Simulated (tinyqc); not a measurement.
Worked calculation (part 1 of 2): G0W0 on RHF in the sto-3g basis, for H2O, spin multiplicity 1. Computed by tinyqc, a small Python program that keeps every step (integrals from PySCF). Settings: charge = 0, multiplicity = 1, basis = sto-3g, method = RHF, energy threshold = 1e-10, iteration cap = 58, orthogonalisation = symmetric, start = atomic densities, DIIS depth = 6. Command: `OMP_NUM_THREADS=1 python tinyqc.py 30439 30440 out.jsonl` (the two numbers bound the seeds that draw the settings). One thread of a shared host (Intel(R) Xeon(R) Processor @ 2.60GHz), about 0.08 s of CPU time with the checks. The early iterations of the SCF are left out here.

## One-electron integrals

Geometry (angstrom):
```
atom         x          y         z
O     0.000000   0.000000  0.000000
H     0.000000   0.876000  0.627000
H     0.000000  -0.890000  0.637000
```

Basis sto-3g: exponents (1/bohr^2) and contraction coefficients of normalised primitives:
```
element  l (shell)    exponent  coefficient
O            s (1)  130.709320     0.154329
O            s (1)   23.808861     0.535328
O            s (1)    6.443608     0.444635
O            s (2)    5.033151    -0.099967
O            s (2)    1.169596     0.399513
O            s (2)    0.380389     0.700115
O            p (3)    5.033151     0.155916
O            p (3)    1.169596     0.607684
O            p (3)    0.380389     0.391957
H            s (1)    3.425251     0.154329
H            s (1)    0.623914     0.535328
H            s (1)    0.168855     0.444635
```

Overlap, kinetic and nuclear-attraction integrals over the contracted functions; the nuclear repulsion is the sum of Za Zb / Rab.

nuclear repulsion = 8.09741680 hartree

overlap S, lower triangle:
```
           1O 1s     1O 2s    1O 2px     1O 2py    1O 2pz     2H 1s     3H 1s
1O 1s   1.000000
1O 2s   0.236704  1.000000
1O 2px  0.000000  0.000000  1.000000
1O 2py  0.000000  0.000000  0.000000   1.000000
1O 2pz  0.000000  0.000000  0.000000   0.000000  1.000000
2H 1s   0.040543  0.399538  0.000000   0.284069  0.203323  1.000000
3H 1s   0.038914  0.389371  0.000000  -0.278732  0.199497  0.172948  1.000000
```

kinetic energy T (hartree), lower triangle:
```
            1O 1s     1O 2s    1O 2px     1O 2py    1O 2pz      2H 1s     3H 1s
1O 1s   29.003200
1O 2s   -0.168011  0.808128
1O 2px   0.000000  0.000000  2.528731
1O 2py   0.000000  0.000000  0.000000   2.528731
1O 2pz   0.000000  0.000000  0.000000   0.000000  2.528731
2H 1s   -0.007971  0.078426  0.000000   0.163046  0.116701   0.760032
3H 1s   -0.008322  0.072397  0.000000  -0.154478  0.110565  -0.005119  0.760032
```

nuclear attraction V (hartree), lower triangle:
```
             1O 1s       1O 2s     1O 2px      1O 2py     1O 2pz      2H 1s      3H 1s
1O 1s   -61.593177
1O 2s    -7.413800  -10.021064
1O 2px    0.000000    0.000000  -9.885879
1O 2py   -0.000311   -0.003380   0.000000  -10.008709
1O 2pz   -0.014044   -0.171164   0.000000   -0.001724  -9.948803
2H 1s    -1.301490   -3.101539   0.000000   -1.947200  -1.439235  -5.366557
3H 1s    -1.248612   -3.006951   0.000000    1.896747  -1.402662  -1.033351  -5.311937
```

core Hamiltonian H = T + V (hartree), lower triangle:
```
             1O 1s      1O 2s     1O 2px     1O 2py     1O 2pz      2H 1s      3H 1s
1O 1s   -32.589977
1O 2s    -7.581811  -9.212937
1O 2px    0.000000   0.000000  -7.357148
1O 2py   -0.000311  -0.003380   0.000000  -7.479978
1O 2pz   -0.014044  -0.171164   0.000000  -0.001724  -7.420072
2H 1s    -1.309461  -3.023113   0.000000  -1.784153  -1.322534  -4.606525
3H 1s    -1.256935  -2.934554   0.000000   1.742269  -1.292097  -1.038470  -4.551905
```

## Two-electron integrals

Functions are numbered as in S; the eight-fold symmetry (ij|kl) = (ji|kl) = (kl|ij) leaves the list below.

Two-electron integrals (ij|kl) in chemists' order, unique and non-zero (hartree):
```
(11|11) 4.785065    (21|11) 0.741380    (21|21) 0.136873    (22|11) 1.118947
(22|21) 0.256633    (22|22) 0.817206    (31|31) 0.024477    (32|31) 0.037809
(32|32) 0.180518    (33|11) 1.115814    (33|21) 0.256684    (33|22) 0.817023
(33|33) 0.880159    (41|41) 0.024477    (42|41) 0.037809    (42|42) 0.180518
(43|43) 0.047444    (44|11) 1.115814    (44|21) 0.256684    (44|22) 0.817023
(44|33) 0.785270    (44|44) 0.880159    (51|51) 0.024477    (52|51) 0.037809
(52|52) 0.180518    (53|53) 0.047444    (54|54) 0.047444    (55|11) 1.115814
(55|21) 0.256684    (55|22) 0.817023    (55|33) 0.785270    (55|44) 0.785270
(55|55) 0.880159    (61|11) 0.128624    (61|21) 0.023559    (61|22) 0.043930
(61|33) 0.043844    (61|41) 0.000882    (61|42) 0.001658    (61|44) 0.044019
(61|51) 0.000631    (61|52) 0.001186    (61|54) 0.000125    (61|55) 0.043934
(61|61) 0.004107    (62|11) 0.326514    (62|21) 0.075885    (62|22) 0.269190
(62|33) 0.264510    (62|41) 0.004642    (62|42) 0.036103    (62|44) 0.273621
(62|51) 0.003322    (62|52) 0.025841    (62|54) 0.006522    (62|55) 0.269178
(62|61) 0.013332    (62|62) 0.111639    (63|31) 0.007773    (63|32) 0.045856
(63|43) 0.007416    (63|53) 0.005308    (63|63) 0.015550    (64|11) 0.195923
(64|21) 0.046106    (64|22) 0.174613    (64|33) 0.166769    (64|41) 0.010236
(64|42) 0.067913    (64|44) 0.187223    (64|51) 0.001763    (64|52) 0.015787
(64|54) 0.009331    (64|55) 0.169649    (64|61) 0.008442    (64|62) 0.087986
(64|64) 0.084090    (65|11) 0.140233    (65|21) 0.033001    (65|22) 0.124980
(65|33) 0.119366    (65|41) 0.001763    (65|42) 0.015787    (65|44) 0.123389
(65|51) 0.009035    (65|52) 0.057156    (65|54) 0.010296    (65|55) 0.132043
(65|61) 0.006043    (65|62) 0.062976    (65|64) 0.049058    (65|65) 0.050663
(66|11) 0.479665    (66|21) 0.113282    (66|22) 0.462021    (66|33) 0.443674
(66|41) 0.008640    (66|42) 0.093740    (66|44) 0.479686    (66|51) 0.006184
(66|52) 0.067094    (66|54) 0.025776    (66|55) 0.462123    (66|61) 0.020057
(66|62) 0.245867    (66|64) 0.221122    (66|65) 0.158269    (66|66) 0.774606
(71|11) 0.123413    (71|21) 0.022607    (71|22) 0.042164    (71|33) 0.042081
(71|41) -0.000845   (71|42) -0.001589   (71|44) 0.042249    (71|51) 0.000605
(71|52) 0.001137    (71|54) -0.000120   (71|55) 0.042167    (71|61) 0.003877
(71|62) 0.012367    (71|64) 0.007188    (71|65) 0.005611    (71|66) 0.018421
(71|71) 0.003782    (72|11) 0.316498    (72|21) 0.073571    (72|22) 0.261363
(72|33) 0.256797    (72|41) -0.004500   (72|42) -0.035156   (72|44) 0.265686
(72|51) 0.003221    (72|52) 0.025162    (72|54) -0.006362   (72|55) 0.261350
(72|61) 0.012491    (72|62) 0.085874    (72|64) 0.047031    (72|65) 0.047058
(72|66) 0.152600    (72|71) 0.012406    (72|72) 0.105675    (73|31) 0.007498
(73|32) 0.044372    (73|43) -0.007201   (73|53) 0.005154    (73|63) 0.011466
(73|73) 0.014639    (74|11) -0.190979   (74|21) -0.044947   (74|22) -0.170471
(74|33) -0.162833   (74|41) 0.009897    (74|42) 0.065942    (74|44) -0.182735
(74|51) -0.001717   (74|52) -0.015438   (74|54) 0.009091    (74|55) -0.165651
(74|61) -0.007304   (74|62) -0.047403   (74|64) -0.015029   (74|65) -0.025450
(74|66) -0.076501   (74|71) -0.007895   (74|72) -0.083755   (74|74) 0.080253
(75|11) 0.136689    (75|21) 0.032170    (75|22) 0.122011    (75|33) 0.116545
(75|41) -0.001717   (75|42) -0.015438   (75|44) 0.120481    (75|51) 0.008727
(75|52) 0.055422    (75|54) -0.010018   (75|55) 0.128869    (75|61) 0.005696
(75|62) 0.047239    (75|64) 0.025360    (75|65) 0.036964    (75|66) 0.091473
(75|71) 0.005651    (75|72) 0.059946    (75|74) -0.046962   (75|75) 0.048251
(76|11) 0.103207    (76|21) 0.024205    (76|22) 0.093153    (76|33) 0.091045
(76|41) -0.000007   (76|42) -0.000088   (76|44) 0.093030    (76|51) 0.001667
(76|52) 0.015445    (76|54) -0.000022   (76|55) 0.095281    (76|61) 0.004202
(76|62) 0.037918    (76|64) 0.025950    (76|65) 0.024077    (76|66) 0.086171
(76|71) 0.004034    (76|72) 0.037005    (76|74) -0.025557   (76|75) 0.023607
(76|76) 0.016071    (77|11) 0.472871    (77|21) 0.111694    (77|22) 0.456437
(77|33) 0.438420    (77|41) -0.008438   (77|42) -0.092186   (77|44) 0.473784
(77|51) 0.006040    (77|52) 0.065980    (77|54) -0.025311   (77|55) 0.456536
(77|61) 0.018925    (77|62) 0.155337    (77|64) 0.077322    (77|65) 0.092699
(77|66) 0.297274    (77|71) 0.018975    (77|72) 0.237932    (77|74) -0.215186
(77|75) 0.154015    (77|76) 0.086171    (77|77) 0.774606
```

## Orthogonalisation

S = U s U^T; symmetric (Loewdin) form X = U s^(-1/2) U^T, so that X^T S X = 1.

eigenvalues of S: 0.425590  0.506680  0.889696  1.000000  1.094077  1.320710  1.763246

X, lower triangle:
```
            1O 1s      1O 2s    1O 2px     1O 2py     1O 2pz      2H 1s     3H 1s
1O 1s    1.023702
1O 2s   -0.137533   1.165866
1O 2px   0.000000   0.000000  1.000000
1O 2py  -0.000241   0.003105  0.000000   1.080968
1O 2pz  -0.007377   0.071841  0.000000   0.001361   1.035857
2H 1s    0.019710  -0.234760  0.000000  -0.187418  -0.117175   1.139223
3H 1s    0.019232  -0.225349  0.000000   0.182504  -0.113328  -0.059279  1.131567
```

## Iteration 8 (converged): orbitals

converged F (hartree), lower triangle:
```
             1O 1s      1O 2s     1O 2px     1O 2py     1O 2pz      2H 1s      3H 1s
1O 1s   -20.245421
1O 2s    -5.162426  -2.409128
1O 2px    0.000000   0.000000  -0.383794
1O 2py   -0.000333  -0.003551   0.000000  -0.240463
1O 2pz   -0.025798  -0.075090   0.000000  -0.003779  -0.279566
2H 1s    -0.900033  -0.831872   0.000000  -0.373104  -0.316350  -0.436770
3H 1s    -0.864178  -0.808126   0.000000   0.367134  -0.312021  -0.246908  -0.419945
```

Diagonalise F' = X^T F X, C = X C', fill 5 alpha and 5 beta electrons from the bottom; D = 2 C_occ C_occ^T. Each column has its largest component positive (the first on a tie).

F' = X^T F X (hartree), lower triangle:
```
            1          2          3          4          5          6          7
1  -19.870102
2   -2.687344  -1.297951
3    0.000000   0.000000  -0.383794
4   -0.000577   0.002210   0.000000   0.002617
5   -0.052696   0.100590   0.000000  -0.000672  -0.162558
6   -0.107119  -0.424963   0.000000  -0.418562  -0.295387  -0.012945
7   -0.098249  -0.410790   0.000000   0.411720  -0.289896  -0.066453  -0.016245
```

orbital energies (hartree): MO1 -20.253781, MO2 -1.209855, MO3 -0.560366, MO4 -0.427225, MO5 -0.383794, MO6 0.478744, MO7 0.615299

coefficients C:
```
              MO1        MO2        MO3        MO4       MO5        MO6        MO7
1O 1s    0.994398  -0.238625   0.003068   0.092604  0.000000   0.115257  -0.007517
1O 2s    0.024347   0.880927  -0.016210  -0.475973  0.000000  -0.695220   0.049549
1O 2px   0.000000   0.000000   0.000000   0.000000  1.000000   0.000000   0.000000
1O 2py   0.000092   0.003583   0.599102  -0.008420  0.000000   0.048676   0.935714
1O 2pz   0.003164   0.086728   0.011586   0.763816  0.000000  -0.715559   0.041031
2H 1s   -0.004829   0.149467   0.453941   0.312431  0.000000   0.685063  -0.781247
3H 1s   -0.004655   0.143790  -0.448269   0.328365  0.000000   0.756410   0.692560
```

D after iteration 8, lower triangle:
```
            1O 1s      1O 2s    1O 2px     1O 2py    1O 2pz      2H 1s     3H 1s
1O 1s    2.108708
1O 2s   -0.460255   2.006875
1O 2px   0.000000   0.000000  2.000000
1O 2py   0.000589  -0.005089  0.000000   0.718014
1O 2pz   0.106437  -0.574530  0.000000   0.001642  1.182162
2H 1s   -0.020286  -0.049031  0.000000   0.539723  0.513694   0.652079
3H 1s   -0.019817  -0.044943  0.000000  -0.541618  0.516145  -0.158764  0.658932
```

## Convergence

Stop when the energy changes by less than 1e-10 hartree and every element of the error matrix X^T (F D S - S D F) X is below 3e-06.

Course of the cycle:
```
iteration   E (hartree)     change  largest element of the error matrix
1          -75.20205453          -                             1.04e+00
2          -74.89860896   3.03e-01                             1.96e-01
3          -74.94268625  -4.41e-02                             2.53e-02
4          -74.94352882  -8.43e-04                             4.98e-03
5          -74.94356004  -3.12e-05                             8.78e-05
6          -74.94356006  -2.00e-08                             3.14e-05
7          -74.94356006  -4.65e-09                             4.35e-07
8          -74.94356006  -4.83e-13                             6.53e-08
```

PySCF RHF in the same basis = -74.94356006 hartree

Converged in 8 iterations.

## Integrals over molecular orbitals

(pq|rs) = sum C_ip C_jq C_kr C_ls (ij|kl), one index at a time.

one-electron integrals over orbitals h = C^T H C (hartree), lower triangle:
```
            1          2          3          4          5          6          7
1  -32.573202
2    0.568036  -7.567370
3   -0.007095   0.010101  -6.033953
4   -0.206529   0.509789  -0.026369  -6.674282
5    0.000000   0.000000   0.000000   0.000000  -7.357148
6   -0.265534   1.235137  -0.093871   1.266467   0.000000  -5.253224
7    0.017218  -0.084255  -1.771476  -0.035385   0.000000  -0.014606  -5.544373
```

Two-electron integrals over orbitals (pq|rs), unique and non-zero (hartree):
```
(11|11) 4.746395    (21|11) -0.427338   (21|21) 0.060824    (22|11) 1.017407
(22|21) -0.015024   (22|22) 0.722529    (31|11) 0.005496    (31|21) -0.000683
(31|22) 0.000538    (31|31) 0.010407    (32|11) -0.003359   (32|21) 0.000314
(32|22) 0.001418    (32|31) 0.016666    (32|32) 0.132816    (33|11) 0.761609
(33|21) -0.004592   (33|22) 0.616222    (33|31) -0.000154   (33|32) -0.000498
(33|33) 0.596244    (41|11) 0.164308    (41|21) -0.021437   (41|22) 0.012624
(41|31) 0.000408    (41|32) 0.000066    (41|33) 0.005495    (41|41) 0.024839
(42|11) -0.142155   (42|21) 0.008055    (42|22) -0.020267   (42|31) 0.000035
(42|32) 0.000765    (42|33) 0.004741    (42|41) 0.019204    (42|42) 0.129820
(43|11) 0.006043    (43|21) -0.000202   (43|22) 0.002652    (43|31) -0.002418
(43|32) 0.027960    (43|33) 0.001514    (43|41) -0.000317   (43|42) -0.002782
(43|43) 0.053489    (44|11) 0.953167    (44|21) -0.011662   (44|22) 0.667222
(44|31) -0.000021   (44|32) -0.002898   (44|33) 0.569728    (44|41) -0.009463
(44|42) -0.097907   (44|43) 0.002488    (44|44) 0.722186    (51|51) 0.025978
(52|51) 0.033130    (52|52) 0.149601    (53|51) -0.000407   (53|52) -0.001445
(53|53) 0.026433    (54|51) -0.011877   (54|52) -0.043557   (54|53) 0.000774
(54|54) 0.049422    (55|11) 1.115354    (55|21) -0.012083   (55|22) 0.753172
(55|31) 0.000154    (55|32) -0.001709   (55|33) 0.602686    (55|41) 0.004602
(55|42) -0.076910   (55|43) 0.003462    (55|44) 0.701103    (55|55) 0.880159
(61|11) 0.206368    (61|21) -0.031188   (61|22) 0.002418    (61|31) 0.000939
(61|32) 0.000820    (61|33) -0.000353   (61|41) -0.002338   (61|42) -0.020425
(61|43) 0.000222    (61|44) 0.016062    (61|55) 0.005583    (61|61) 0.026346
(62|11) -0.273425   (62|21) 0.006374    (62|22) -0.132162   (62|31) 0.000490
(62|32) 0.003509    (62|33) -0.064967   (62|41) -0.018277   (62|42) -0.030439
(62|43) -0.001529   (62|44) -0.069783   (62|55) -0.144341   (62|61) 0.008815
(62|62) 0.094855    (63|11) 0.019142    (63|21) -0.000382   (63|22) 0.009570
(63|31) -0.002474   (63|32) 0.040970    (63|33) 0.005679    (63|41) 0.000134
(63|42) -0.003642   (63|43) 0.037722    (63|44) 0.005902    (63|55) 0.010833
(63|61) 0.000056    (63|62) -0.004880   (63|63) 0.078148    (64|11) -0.258126
(64|21) 0.003208    (64|22) -0.121183   (64|31) -0.000453   (64|32) -0.003528
(64|33) -0.046253   (64|41) -0.001941   (64|42) 0.041373    (64|43) -0.003390
(64|44) -0.130384   (64|55) -0.142150   (64|61) -0.001063   (64|62) 0.061960
(64|63) -0.008896   (64|64) 0.089894    (65|51) -0.013705   (65|52) -0.053212
(65|53) 0.001644    (65|54) -0.004287   (65|65) 0.034846    (66|11) 0.773399
(66|21) -0.007270   (66|22) 0.590405    (66|31) -0.000521   (66|32) -0.008812
(66|33) 0.549040    (66|41) 0.018286    (66|42) 0.050914    (66|43) -0.006491
(66|44) 0.541079    (66|55) 0.574105    (66|61) -0.008412   (66|62) -0.089509
(66|63) -0.004906   (66|64) -0.049408   (66|66) 0.579813    (71|11) -0.013502
(71|21) 0.002121    (71|22) 0.000100    (71|31) 0.014426    (71|32) 0.022019
(71|33) -0.000380   (71|41) -0.000176   (71|42) 0.000846    (71|43) -0.003450
(71|44) -0.000847   (71|55) -0.000353   (71|61) -0.000532   (71|62) 0.000656
(71|63) -0.002943   (71|64) -0.000496   (71|66) -0.000754   (71|71) 0.020193
(72|11) 0.019031    (72|21) -0.000382   (72|22) 0.009262    (72|31) 0.014660
(72|32) 0.053064    (72|33) 0.002708    (72|41) 0.000799    (72|42) -0.000127
(72|43) -0.029543   (72|44) 0.006165    (72|55) 0.009823    (72|61) 0.000670
(72|62) -0.002079   (72|63) -0.030052   (72|64) -0.004681   (72|66) 0.005585
(72|71) 0.019420    (72|72) 0.067962    (73|11) 0.369776    (73|21) -0.007016
(73|22) 0.161943    (73|31) -0.000032   (73|32) -0.005292   (73|33) 0.088515
(73|41) -0.000272   (73|42) -0.074655   (73|43) 0.000229    (73|44) 0.149239
(73|55) 0.201173    (73|61) 0.005726    (73|62) -0.070410   (73|63) 0.003368
(73|64) -0.094839   (73|66) 0.043034    (73|71) -0.000468   (73|72) 0.006170
(73|73) 0.156991    (74|11) 0.007381    (74|21) -0.000098   (74|22) 0.002390
(74|31) -0.008187   (74|32) -0.071912   (74|33) 0.001645    (74|41) 0.000283
(74|42) 0.000132    (74|43) -0.010070   (74|44) 0.004542    (74|55) 0.003819
(74|61) -0.000707   (74|62) -0.003724   (74|63) -0.053411   (74|64) 0.001626
(74|66) 0.008305    (74|71) -0.011351   (74|72) -0.017476   (74|73) 0.006401
(74|74) 0.068919    (75|51) 0.000889    (75|52) 0.003498    (75|53) 0.023879
(75|54) -0.000298   (75|65) -0.000615   (75|75) 0.025427    (76|11) 0.002626
(76|21) -0.000110   (76|22) -0.000910   (76|31) -0.007905   (76|32) -0.089289
(76|33) 0.001050    (76|41) -0.000776   (76|42) -0.003115   (76|43) -0.059834
(76|44) 0.004067    (76|55) 0.001354    (76|61) 0.000131    (76|62) 0.001157
(76|63) -0.069169   (76|64) 0.004659    (76|66) 0.010393    (76|71) -0.010715
(76|72) 0.003533    (76|73) 0.007385    (76|74) 0.058841    (76|76) 0.113792
(77|11) 0.850314    (77|21) -0.009186   (77|22) 0.612602    (77|31) 0.001118
(77|32) 0.010249    (77|33) 0.585642    (77|41) 0.003690    (77|42) -0.019631
(77|43) 0.007417    (77|44) 0.586391    (77|55) 0.614633    (77|61) 0.004196
(77|62) -0.063058   (77|63) 0.013289    (77|64) -0.051577   (77|66) 0.548643
(77|71) 0.001078    (77|72) 0.004306    (77|73) 0.098916    (77|74) -0.005844
(77|76) -0.010349   (77|77) 0.603129
```
